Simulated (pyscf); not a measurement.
Single points on ωB97X-D3(BJ)/def2-SVP structures (PySCF, gas phase). MP2 and CC: frozen core, UHF for open shells. ΔMP2 is the change of the MP2 total energy from the triple- to the quadruple-zeta basis.

SMILES: O[SiH]=[AsH]
```xyz
6

O      0.4993    -1.0108    -1.2865
Si     0.2537     0.2252    -0.2162
As    -0.1537     2.2473    -0.8031
H      0.6763    -1.8914    -0.9400
H      0.3638    -0.3057     1.1727
H     -0.1985     2.4901     0.7048
```
Charge 0, spin multiplicity 1.

Problem. What is the homolytic dissociation enthalpy (298 K, CCSD(T)/def2-TZVPP + ΔMP2(QZVPP)) of the O–Si bond of HO–SiH=AsH, to OH• + [HSi=AsH]•?

Solution. O–Si to OH• + [HSi=AsH]•: 495.9 kJ/mol. The radicals are drawn with the spin at the cut bond; how far it spreads was not checked. [HSi=AsH]• lies 57.6 kJ/mol over its isomer H₂Si=As• (electronic energy, ωB97M-D3(BJ)). The CCSD(T) − MP2 part came from Ansatz, without density fitting, on the same reference. An open-shell T1 diagnostic exceeds 0.045. A UHF reference is spin-contaminated (<S²> up to 1.20), which harms MP2 most. The frozen core leaves the outer d or s,p core shells of the metals and heavy elements correlated in the MP2 and CC values, and def2-TZVPP describes them poorly, which can shift differences by a few kcal/mol. Left out: the spin-orbit lowering of OH. Elements up to Kr have no core potential and no relativistic terms here.
